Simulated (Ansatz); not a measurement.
A rate constant, worked out

An elementary step of AlNH$_{4}$O, closed shell (AlNH₄O ([NH2][AlH][OH]) → AlHO ([OH][Al]) + NH₃ (still joined by a long Al–N bond); Al–N, Al–H broken or loosened, N–H formed or tightened). The start structure is the reactant molecule, and the electronic barrier above it is 3.000 eV by CCSD(T) at an estimated basis limit (MP2 extrapolated from triple and quadruple zeta, plus CCSD(T) − MP2 in triple zeta). Computed with Ansatz 0.2.0 (basis: def2-TZVPP and def2-QZVPP); correlated methods freeze the cores. Extrapolation: Hartree–Fock as exp(−7.88 √X), correlation as X^−2.97. Harmonic wavenumbers at PBE0-D4/def2-TZVP (Ansatz 0.2.0), in cm⁻¹:

Start: 214, 288, 371, 387, 517, 540, 656, 715, 779, 915, 1563, 1950, 3615, 3708, 3975.

Saddle: 1419i, 179, 277, 331, 536, 591, 643, 738, 827, 1004, 1527, 1634, 3417, 3586, 3954.

(1) Work out the transition-state-theory rate constant at 900 K from these numbers alone (harmonic vibrations; rotation, path degeneracy and anharmonicity left out), and the Wigner tunnelling factor. Use 1 cm⁻¹ = 1.2398 × 10⁻⁴ eV and k_B = 8.617 × 10⁻⁵ eV/K.

No T1 diagnostic of these runs exceeds 0.016. The restricted Hartree–Fock reference is unstable towards an unrestricted one at one or more of these structures. A large double-excitation amplitude points to some diradical character; no triplet was computed.

Results:

(1) Zero-point energies, half the sums: start 20193/2 cm⁻¹ = 1.2518 eV; saddle, real modes only, 19244/2 cm⁻¹ = 1.1930 eV.
Barrier with zero-point energy: 3.000 + 1.1930 − 1.2518 = 2.9412 eV.
k_BT = 0.07756 eV, so the barrier is 37.92 k_BT.
Vibrational partition functions from the zero-point level, ln q = −Σ ln(1 − exp(−hν/k_BT)): start 6.494, saddle 5.874.
k = (k_BT/h) exp(ln q‡ − ln q) exp(−E0/k_BT), with log₁₀(k_BT/h in s⁻¹) = 13.27: log₁₀ k = 13.27 + (-0.620 − 37.92)/2.3026 = -3.47, so k ≈ 3 × 10^(-4) s⁻¹.
Wigner factor: 1 + (hν‡/k_BT)²/24 = 1 + (2.27)²/24 = 1.21. A change of 1 kcal/mol (0.043 eV) in the barrier would change k by a factor of 1.7 at this temperature.

Labels in which every atom is bracketed show which atoms are joined, not bond orders.

For scale, one of the runs: CCSD(T)/def2-TZVPP, 160 basis functions, launched by `ansatz run in.yaml --threads 2 --pin off --events-out ev --progress --plain --max-ram 4352MiB`. The run took 18 s on 2 CPU threads of an Arm Neoverse V2 (shared host), with 1.2 GiB of host memory at its peak.
